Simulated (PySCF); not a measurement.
Compound: C5H5F.
Atom-mapped SMILES: `[CH3:1][C:2]([F:3])=[C:4]1[CH:5]=[CH:6]1`

Geometry (GFN2-xTB, Å), atoms numbered from 1 in this order:
```
atom  x, y, z in Å
C1    -1.7594    0.3183    0.1925
C2    -0.5675   -0.5723    0.0672
F3    -0.8842   -1.9128    0.1149
C4     0.6850   -0.2259   -0.0762
C5     2.1066   -0.5091   -0.2346
C6     1.7474    0.7587   -0.2051
H7    -1.4475    1.3570    0.1478
H8    -2.4643    0.1184   -0.6143
H9    -2.2691    0.1347    1.1383
H10    2.8592   -1.2542   -0.3139
H11    1.9991    1.7899   -0.2426
```

Probes without a nucleus sit at each ring's centroid and 1 Å off its mean plane on both sides; NICS is minus the shielding there, NICSzz its component along the normal. Level: GIAO PBE0/pcSseg-1 (PySCF, non-relativistic, gas phase) on the GFN2-xTB geometry, one conformer.

Ring bond lengths (Å), with Mayer bond orders in brackets: C4–C5 1.458 (0.87), C5–C6 1.318 (1.68), C6–C4 1.454 (0.86).

Question: Give the NICS values of each ring in ppm.

Answer: 
| ring | type | NICS(0) | NICS(1), two faces | NICS(1)zz, two faces | rms pucker (Å) | centre to ring atoms, mean (Å) |
| --- | --- | --- | --- | --- | --- | --- |
| C4–C5–C6 | 3-membered carbocycle; formal bonds 1 double, 2 single | -24.5 | -6.8 / -6.8 | -9.6 / -9.6 | 0.00 | 0.81 |

Question: What can be read from them?

Answer: 
- C4–C5–C6: mean NICS(1)zz -9.6 ppm, shielded. NICS(0) lies 18 ppm below the mean NICS(1).

Question: How equal are the bonds by HOMA? HOMA = 1 − mean of α(R − Ropt)² over the ring bonds, with Krygowski's 1993 parameters (CC: Ropt 1.388 Å, α 257.7 Å⁻²).

Answer: 
- C4–C5–C6: HOMA -0.22 = 1 − EN − GEO, with mean bond length 1.410 Å, EN = α(Ropt − mean)² = 0.126 and GEO = α × variance = 1.094.

Question: At the first NICS(1) probe listed for ring C4–C5–C6, 1 Å off the ring, how large is the induced field along the normal in 7.05 T applied along it?

Answer: NICSzz × B0 = -9.6 ppm × 7.05 T = -68 μT, against the applied field.
